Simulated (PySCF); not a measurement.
DMSO (C2H6OS), SMILES CS(C)=O. Geometry: PBE-D3(BJ)/def2-SVP.

Computed equilibrium geometry at PBE-D3(BJ)/def2-SVP (PySCF confirms it by a frequency run) as a Z-matrix, and its point group:
point group Cs.
```
S
O 1 1.5171
C 1 1.8485 2 106.45
H 3 1.1061 1 105.86 2 -66.83
H 3 1.1076 4 109.82 1 -116.47
H 3 1.1078 4 110.31 5 -123.58
C 1 1.8485 2 106.45 3 101.15
H 7 1.1061 1 105.86 2 66.83
H 7 1.1076 8 109.82 1 116.47
H 7 1.1078 8 110.31 9 123.58
```
Charge 0, spin multiplicity 1.
